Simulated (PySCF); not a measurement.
acetamide cation (C2H5NO), SMILES NC(=O)C (connectivity only; charge and spin as stated), charge +1, multiplicity 2.

The structure is a stationary point at PBE-D3(BJ)/def2-SVP. The multiplicity is an assumed one; other spin states were not compared. The values are those of a single conformer.

Calculation: PBE-D3(BJ)/def2-SVP in PySCF.

Harmonic, unscaled wavenumbers; measured fundamentals usually lie a few per cent lower.

Task: List the normal modes with their intensities. (An estimate is asked for; the answer gives what the named calculation found.)

Result: 
```json
[
 {"mode": "1", "ν (cm⁻¹)": "119", "IR (km/mol)": "0.0", "moving atoms (share of kinetic energy)": "H 93 %"},
 {"mode": "2", "ν (cm⁻¹)": "359", "IR (km/mol)": "0.6", "moving atoms (share of kinetic energy)": "H 31 %, C 28 %, O 26 %, N 15 %"},
 {"mode": "3", "ν (cm⁻¹)": "462", "IR (km/mol)": "5.7", "moving atoms (share of kinetic energy)": "O 34 %, C 28 %, H 23 %, N 15 %"},
 {"mode": "4", "ν (cm⁻¹)": "512", "IR (km/mol)": "16.1", "moving atoms (share of kinetic energy)": "H 62 %, C 27 %, N 11 %"},
 {"mode": "5", "ν (cm⁻¹)": "551", "IR (km/mol)": "157.8", "moving atoms (share of kinetic energy)": "H 78 %, C 13 %"},
 {"mode": "6", "ν (cm⁻¹)": "663", "IR (km/mol)": "32.9", "moving atoms (share of kinetic energy)": "H 69 %, C 18 %"},
 {"mode": "7", "ν (cm⁻¹)": "822", "IR (km/mol)": "2.0", "moving atoms (share of kinetic energy)": "C 62 %, N 17 %, H 17 %"},
 {"mode": "8", "ν (cm⁻¹)": "912", "IR (km/mol)": "25.8", "moving atoms (share of kinetic energy)": "H 57 %, C 41 %"},
 {"mode": "9", "ν (cm⁻¹)": "926", "IR (km/mol)": "4.5", "moving atoms (share of kinetic energy)": "H 76 %, C 18 %"},
 {"mode": "10", "ν (cm⁻¹)": "1064", "IR (km/mol)": "11.6", "moving atoms (share of kinetic energy)": "H 53 %, O 24 %, N 21 %"},
 {"mode": "11", "ν (cm⁻¹)": "1217", "IR (km/mol)": "3.3", "moving atoms (share of kinetic energy)": "H 61 %, C 29 %"},
 {"mode": "12", "ν (cm⁻¹)": "1277", "IR (km/mol)": "70.9", "moving atoms (share of kinetic energy)": "H 91 %"},
 {"mode": "13", "ν (cm⁻¹)": "1360", "IR (km/mol)": "10.2", "moving atoms (share of kinetic energy)": "H 50 %, C 34 %, N 9 %"},
 {"mode": "14", "ν (cm⁻¹)": "1377", "IR (km/mol)": "26.5", "moving atoms (share of kinetic energy)": "H 97 %"},
 {"mode": "15", "ν (cm⁻¹)": "1545", "IR (km/mol)": "38.6", "moving atoms (share of kinetic energy)": "H 81 %, N 9 %"},
 {"mode": "16", "ν (cm⁻¹)": "1693", "IR (km/mol)": "212.6", "moving atoms (share of kinetic energy)": "C 66 %, N 19 %, O 10 %"},
 {"mode": "17", "ν (cm⁻¹)": "2950", "IR (km/mol)": "75.8", "moving atoms (share of kinetic energy)": "H 98 %"},
 {"mode": "18", "ν (cm⁻¹)": "3068", "IR (km/mol)": "37.2", "moving atoms (share of kinetic energy)": "H 90 %, C 10 %"},
 {"mode": "19", "ν (cm⁻¹)": "3081", "IR (km/mol)": "27.9", "moving atoms (share of kinetic energy)": "H 91 %, C 9 %"},
 {"mode": "20", "ν (cm⁻¹)": "3444", "IR (km/mol)": "202.7", "moving atoms (share of kinetic energy)": "H 96 %"},
 {"mode": "21", "ν (cm⁻¹)": "3564", "IR (km/mol)": "165.9", "moving atoms (share of kinetic energy)": "H 90 %, N 10 %"}
]
```
